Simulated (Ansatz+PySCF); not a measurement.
A calculation with Ansatz (development build ahead of 0.2.0).

```yaml
crystal:
  periodic: [false, false, false]
  atoms:
    - { symbol: O, position_ang: [0.0, 0.0, -0.10849] }
    - { symbol: H, position_ang: [0.0, 0.0, 0.86793] }
    - { symbol: O, position_ang: [29.9996, -0.10588, -0.02365] }
    - { symbol: H, position_ang: [30.00323, 0.84706, 0.18917] }
basis:
  gaussian: { orbitals: cc-pVDZ }
hamiltonian:
  xc: { name: wB97X }
output:
  forces: true
```

The input is written out in the form of the current development build from the run's settings.

The run gave:

```json
{"Converged": "yes", "Total energy": "-151.19622 hartree", "Spin squared of the determinant": "0.000", "Stability test": "minimum among restricted orbitals"}
```

Forces (eV/Å):
| atom | Fx | Fy | Fz |
| --- | --- | --- | --- |
| O1 | 0.008 | 0.000 | -0.079 |
| H2 | 0.000 | 0.000 | 0.079 |
| O3 | -0.008 | -0.077 | -0.017 |
| H4 | 0.000 | 0.077 | 0.017 |

Caution: charge can spread falsely over distant fragments; an unrestricted determinant lies well below.
